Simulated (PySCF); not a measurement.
methane (CH4), SMILES C.

The structure is a stationary point at PBE-D3(BJ)/def2-TZVPD.

The numbers are results of PySCF with PBE-D3(BJ)/def2-TZVPD, not measurements.

Harmonic, unscaled wavenumbers; measured fundamentals usually lie a few per cent lower.

Modes within 1.5 cm⁻¹ of each other (mostly degenerate sets) share a row, with their intensities summed.

Computed normal modes with their intensities:
| mode | ν (cm⁻¹) | IR (km/mol) | moving atoms (share of kinetic energy) |
|---|---|---|---|
| 1–3 | 1284 | 38.1 | H 84 %, C 16 % |
| 4–5 | 1507 | 0.0 | H 100 % |
| 6 | 2972 | 0.0 | H 100 % |
| 7–9 | 3087 | 56.4 | H 91 %, C 9 % |
